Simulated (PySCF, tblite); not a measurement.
**C₄H₄NO radical: geometry, infrared bands and EPR parameters**

Wanted: the infrared bands and EPR parameters of C₄H₄NO radical (`[CH2][C@]1(C#N)CO1`), by calculation.

The runs use tblite 0.8.0 and PySCF 2.14.0, with density-fitted response routines of our own; the level of theory stands in each step. All values are computed, except where a source is named. Atoms are numbered from 0 throughout.

### 1 The molecule as given

10 atoms, charge 0, multiplicity 2; geometry from: force field or distance geometry start.

Bonds of the start (Å): C0–C1 1.49, C1–C2 1.45, C2–N3 1.17, C1–C4 1.52, C4–O5 1.43, O5–C1 1.44, C0–H6 1.08, C0–H7 1.07, C4–H8 1.08, C4–H9 1.08.

### 2 Relaxing the molecule with GFN2-xTB

Job settings and geometry (Å):

```
{"job": {"kind": "relax", "xc": "GFN2-xTB", "basis": "xTB"}, "charge": 0, "multiplicity": 2}
C      1.020500    -0.954500     0.431600
C      0.174300     0.067500    -0.238300
C      0.705400     1.383300    -0.516200
N      1.109500     2.460000    -0.732600
C     -1.314300    -0.024500     0.077200
O     -0.794100    -0.355000    -1.218400
H      1.338800    -0.806000     1.451900
H      1.342900    -1.818200    -0.119600
H     -1.882100     0.889500     0.158300
H     -1.692100    -0.837400     0.683500
```

Run with:

```console
$ OMP_NUM_THREADS=1 python probes_run.py task.json out
```

One launch serves the whole session: the jobs run in the order shown.

The log of the run:

```text
step      E/eV     max force
  0    -473.99765    3.286
  1    -473.81729   10.764
  2    -474.11103    1.283
  3    -474.13215    0.643
  4    -474.14794    0.446
  5    -474.16568    0.433
  6    -474.17006    0.223
  7    -474.17529    0.206
  8    -474.17866    0.259
  9    -474.18242    0.209
 10    -474.18654    0.250
 11    -474.19341    0.311
 12    -474.20361    0.369
 13    -474.21680    0.377
 14    -474.22922    0.251
 15    -474.23641    0.215
 16    -474.24085    0.202
 17    -474.24544    0.226
 18    -474.24835    0.249
 19    -474.25171    0.240
 20    -474.25508    0.234
 21    -474.26011    0.272
 22    -474.26477    0.196
 23    -474.26956    0.219
 24    -474.27454    0.270
 25    -474.28142    0.416
 26    -474.28976    0.447
 27    -474.29061    0.534
 28    -474.29794    0.470
 29    -474.30203    0.246
 30    -474.30665    0.183
 31    -474.31287    0.240
 32    -474.31707    0.332
 33    -474.32149    0.176
 34    -474.32479    0.315
 35    -474.32867    0.155
 36    -474.33248    0.139
 37    -474.33574    0.181
 38    -474.33793    0.148
 39    -474.33941    0.107
 40    -474.34072    0.091
 41    -474.34196    0.125
 42    -474.34287    0.168
 43    -474.34383    0.105
 44    -474.34464    0.081
 45    -474.34524    0.067
 46    -474.34535    0.030
 47    -474.34538    0.012
 48    -474.34539    0.015
 49    -474.34542    0.021
 50    -474.34545    0.019
 51    -474.34550    0.024
 52    -474.34555    0.023
 53    -474.34558    0.021
 54    -474.34560    0.017
 55    -474.34561    0.010
```

Run time: 0.15 s. Hardware: 1 thread of Arm Neoverse V2, shared host.

Relaxation path: (not every step is listed) (the energy doesn't fall at every step)

| step | energy from step 0 (eV) | largest force (eV/Å) |
| --- | --- | --- |
| 0 | 0.0000 | 3.2863 |
| 1 | 0.1804 | 10.7644 |
| 2 | -0.1134 | 1.2832 |
| 3 | -0.1345 | 0.6428 |
| 4 | -0.1503 | 0.4455 |
| 5 | -0.1680 | 0.4334 |
| 6 | -0.1724 | 0.2229 |
| 7 | -0.1776 | 0.2058 |
| 8 | -0.1810 | 0.2589 |
| 12 | -0.2060 | 0.3686 |
| 16 | -0.2432 | 0.2020 |
| 20 | -0.2574 | 0.2343 |
| 24 | -0.2769 | 0.2696 |
| 28 | -0.3003 | 0.4699 |
| 32 | -0.3194 | 0.3323 |
| 36 | -0.3348 | 0.1392 |
| 40 | -0.3431 | 0.0914 |
| 44 | -0.3470 | 0.0808 |
| 48 | -0.3477 | 0.0153 |
| 50 | -0.3478 | 0.0194 |
| 51 | -0.3478 | 0.0241 |
| 52 | -0.3479 | 0.0230 |
| 53 | -0.3479 | 0.0207 |
| 54 | -0.3479 | 0.0173 |
| 55 | -0.3480 | 0.0097 |

Close pairs (by a distance rule), those that changed most:

| bond | before (Å) | after (Å) | change (Å) |
| --- | --- | --- | --- |
| C4–O5 | 1.435 | 1.384 | -0.051 |
| C0–C1 | 1.486 | 1.438 | -0.048 |
| C2–N3 | 1.170 | 1.142 | -0.028 |
| C1–O5 | 1.441 | 1.420 | -0.021 |
| C1–C4 | 1.524 | 1.508 | -0.017 |
| C0–H6 | 1.079 | 1.071 | -0.008 |
| C4–H8 | 1.079 | 1.085 | +0.006 |
| C1–C2 | 1.446 | 1.441 | -0.004 |

The final coordinates are the input of the step that follows.

### 3 Infrared spectrum with GFN2-xTB

Job settings and geometry (Å):

```
{"job": {"kind": "ir", "xc": "GFN2-xTB", "basis": "xTB"}, "charge": 0, "multiplicity": 2}
C      1.047344    -0.902324     0.410086
C      0.153773     0.052124    -0.189444
C      0.664523     1.392845    -0.328241
N      1.078565     2.453018    -0.426990
C     -1.340701    -0.056614    -0.021247
O     -0.725316    -0.379671    -1.217682
H      1.991478    -0.583717     0.803758
H      0.794951    -1.943998     0.393119
H     -1.925419     0.857611    -0.006963
H     -1.730315    -0.884621     0.561076
```

The log of the run:

```text
mode    cm-1     km/mol
  1     164.6      5.36
  2     201.6      9.53
  3     251.7      1.50
  4     333.5      0.42
  5     354.8      9.25
  6     534.1     46.06
  7     548.7     11.45
  8     578.3      8.08
  9     730.6      1.40
 10     833.6     38.78
 11     869.4      4.61
 12     901.1      4.27
 13    1028.9      6.69
 14    1090.3     11.51
 15    1095.0     10.38
 16    1263.4      4.42
 17    1315.3     37.22
 18    1374.3      4.29
 19    1438.6      6.49
 20    2407.8    126.20
 21    3022.9     14.65
 22    3036.1     21.09
 23    3147.3      1.36
 24    3200.9      6.96
```

Wall time 0.12 s (1 thread of Arm Neoverse V2, shared host).

Which atoms move in the most intense modes:

| cm⁻¹ | km/mol | atoms |
| --- | --- | --- |
| 534 | 46.1 | C2 29 %, H7 28 %, H6 18 %, C0 15 % |
| 549 | 11.4 | C2 54 %, C0 11 % |
| 834 | 38.8 | C1 37 %, O5 33 %, C4 21 % |
| 1090 | 11.5 | C1 21 %, O5 18 %, H8 18 %, H9 13 % |
| 1315 | 37.2 | C1 40 %, O5 20 %, C4 18 % |
| 2408 | 126.2 | C2 60 %, N3 40 % |
| 3023 | 14.7 | H8 77 %, H9 19 % |
| 3036 | 21.1 | H9 74 %, H8 16 % |

### 4 EPR parameters: B3LYP/pcH-1

Settings changed since step 3:

```diff
@@ -1,2 +1,2 @@
-{"job": {"kind": "ir", "xc": "GFN2-xTB", "basis": "xTB"}, "charge": 0, "multiplicity": 2}
+{"job": {"kind": "epr", "basis": "pcH-1"}, "charge": 0, "multiplicity": 2}
 C      1.047344    -0.902324     0.410086
```

Level: UKS B3LYP, pcH-1 on C H N O, non-relativistic, mean-field spin-orbit, GIAO.

The log of the run:

```text
UKS, coarse grid
  cycle   1  E = -284.59028320  |g| = 5.05e-01
  cycle   2  E = -284.26927215  |g| = 1.04e+00
  cycle   3  E = -284.68461936  |g| = 1.29e-01
  cycle   4  E = -284.68926156  |g| = 8.00e-02
  cycle   5  E = -284.69168979  |g| = 2.13e-02
  cycle   6  E = -284.69188710  |g| = 4.86e-03
  cycle   7  E = -284.69190092  |g| = 2.19e-03
  cycle   8  E = -284.69190361  |g| = 8.16e-04
UKS, final grid
  cycle   1  E = -284.69190683  |g| = 9.86e-04
  cycle   2  E = -284.69190630  |g| = 1.48e-03
  cycle   3  E = -284.69190729  |g| = 2.53e-04
  cycle   4  E = -284.69190731  |g| = 8.27e-05
  cycle   5  E = -284.69190732  |g| = 5.55e-05
  cycle   6  E = -284.69190732  |g| = 2.72e-05
E = -284.69190732 Eh   <S^2> = 0.7558 (exact 0.7500)
g shifts (ppm)      1          2          3
  rmc          -158       -158       -158
  gc             15         27         52
  oz_so         210        620        878
  total          67        489        772
hyperfine (MHz)  atom isotope    a_iso     a_fc   dipolar eigenvalues
    0   13C      82.40      82.40    -77.23    -76.49    153.71
    1   13C     -45.01     -45.01     -7.61      1.13      6.48
    2   13C      10.12      10.12     -1.17     -0.20      1.37
    3   14N      -0.33      -0.33     -1.05      0.04      1.01
    4   13C      54.55      54.55    -12.86    -12.48     25.34
    5   17O      -1.37      -1.37    -31.15     14.84     16.30
    6    1H     -61.52     -61.52    -37.27     -0.58     37.85
    7    1H     -60.16     -60.16    -36.26     -1.01     37.27
    8    1H      14.45      14.45     -6.21     -1.85      8.06
    9    1H      -7.94      -7.94     -6.99     -1.13      8.12
```

Run time: 21 s. Hardware: 1 thread of Arm Neoverse V2, shared host; peak memory 0.67 GiB.

Principal g values 2.00239, 2.00281, 2.00309; g(iso) = 2.00276, against 2.00232 for a free electron.

Hyperfine couplings; where a row names several nuclei, a(iso) is their mean (it holds for fast rotation or exchange) and the dipolar term the largest among them:

| nuclei | isotope | a(iso) (MHz) | a(iso) (G, at g = 2.0023) | largest dipolar term (MHz) |
| --- | --- | --- | --- | --- |
| C0 | 13C | 82.4 | 29.4 | 153.7 |
| H6, H7 | 1H | -60.8 | -21.7 | 37.8 |
| C4 | 13C | 54.6 | 19.5 | 25.3 |
| C1 | 13C | -45.0 | -16.1 | -7.6 |
| H8 | 1H | 14.5 | 5.2 | 8.1 |
| C2 | 13C | 10.1 | 3.6 | 1.4 |
| H9 | 1H | -7.9 | -2.8 | 8.1 |
| O5 | 17O | -1.4 | -0.5 | -31.1 |
| N3 | 14N | -0.3 | -0.1 | -1.1 |

Mulliken spin populations:

| atom | value (e) |
| --- | --- |
| C0 | 1.02 |
| C1 | -0.11 |
| C2 | 0.01 |
| N3 | -0.01 |
| C4 | 0.12 |
| O5 | 0.07 |
| H6 | -0.04 |
| H7 | -0.05 |
| H8 | 0.01 |
| H9 | 0.00 |

In first order the couplings over 0.8 MHz of 1H give 12 distinct lines over 51.4 G, if the averaged nuclei exchange fast.

Orbitals, density, ELF and potential are computed afterwards from the orbital file.

ELF in a plane through or near 7 of the atoms.

Ten even steps from ' ' (0.00) to '@' (0.99):
```
                                                        
                                                        
                                                        
                                                        
                              ..====--                  
              ::==**++..    ::%%@@@@@@**..              
            ..%%@@@@@@##    ==@@@@@@@@**::              
            ..##@@@@@@%%..  ::**%%%%##==--::..          
            ..++##%%%%**::..==**--++::%%%%%%**--        
          ::++####--%%--%%##**@@**--##@@@@@@@@**        
        ==%%@@@@@@%%****##==..====::--%%@@@@##--        
        --%%@@@@@@##--  --##@@%%++::                    
          ==%%@@##..    ==**..--****==                  
                      --**##++++%%##++::..              
                    ..--++##++::==##**==::              
                    ..::**##%%%%@@@@%%==::              
                      ..==##@@@@@@%%##--                
                        ::==**####**==                  
                              ..                        
                                                        
```
The map spans 9.5 Å across and 10.5 Å up, centred on the molecule. Atoms in the plane (x, y in Å): C0 (1.2, 0.7), C1 (0.1, -0.1), C2 (0.4, -1.5), N3 (0.6, -2.6), C4 (-1.3, 0.3), H6 (2.2, 0.3), H7 (1.2, 1.8).

log10 of the density (e/Å³) in the same plane.

Values, 10 rows by 14 columns:
```
-4.0 -4.0 -4.0 -4.0 -4.0 -4.0 -4.0 -4.0 -4.0 -4.0 -4.0 -4.0 -4.0 -4.0
-4.0 -4.0 -4.0 -4.0 -4.0 -4.0 -4.0 -4.0 -4.0 -4.0 -4.0 -4.0 -4.0 -4.0
-4.0 -4.0 -4.0 -3.7 -3.1 -3.0 -3.1 -2.6 -2.1 -2.2 -2.8 -3.7 -4.0 -4.0
-4.0 -4.0 -3.0 -2.1 -1.2 -0.9 -1.5 -1.2 -0.1 -0.3 -1.4 -2.4 -3.5 -4.0
-4.0 -3.6 -2.4 -1.5 -0.3  0.2 -0.4 -0.4  0.8  0.4 -0.3 -1.4 -2.8 -4.0
-4.0 -3.3 -2.0 -0.9  0.1  0.1  0.1  0.4 -0.3 -0.6 -0.8 -1.6 -3.0 -4.0
-4.0 -3.8 -2.6 -1.8 -1.3 -1.4 -0.5  0.6 -0.1 -1.0 -2.0 -2.9 -4.0 -4.0
-4.0 -4.0 -4.0 -3.7 -2.9 -1.8 -0.7  0.5  0.4 -0.5 -1.8 -3.2 -4.0 -4.0
-4.0 -4.0 -4.0 -4.0 -4.0 -2.6 -1.5 -0.7 -0.6 -1.3 -2.4 -3.9 -4.0 -4.0
-4.0 -4.0 -4.0 -4.0 -4.0 -4.0 -3.1 -2.5 -2.5 -2.9 -4.0 -4.0 -4.0 -4.0
```
The map spans 9.5 Å across and 10.5 Å up, centred on the molecule. Atoms in the plane (x, y in Å): C0 (1.2, 0.7), C1 (0.1, -0.1), C2 (0.4, -1.5), N3 (0.6, -2.6), C4 (-1.3, 0.3), H6 (2.2, 0.3), H7 (1.2, 1.8).

On the surface of density 0.002 e/bohr³ the electrostatic potential runs, from the 1st to the 99th percentile, from -1.66 V near N3 to 1.43 V near H9.

The spin density lies nearest to C0 58 %; H6, H7 about 9 % each; C4 8 %; O5 7 %.

### 5 Results

```
                                 quantity                  value
strongest single infrared mode (GFN2-xTB)  2408 cm⁻¹, 126 km/mol
             zero-point energy (GFN2-xTB)          42.5 kcal/mol
                           g(iso) (B3LYP)                2.00276
                                     ⟨S²⟩     0.756 (exact 0.75)
       largest a(iso) (averaged by class)    13C on C0, 82.4 MHz
    surface potential, 1st and 99th percentile     -1.66 V and 1.43 V
```

**Reading.** Over 55 steps the energy fell by 0.348 eV; of the close pairs, C4–O5 changed most, 1.435 to 1.384 Å. No mode is imaginary among the 24: a minimum at this level. The strongest single mode, at 2408 cm⁻¹, moves mainly C2 and N3. Unscaled tight-binding wavenumbers are off by several per cent, some by more. Its intensities can rank the bands wrongly. Most of the unpaired spin sits on C0 (1.02 e). The isotropic g lies 0.4 ppt above the free-electron value.
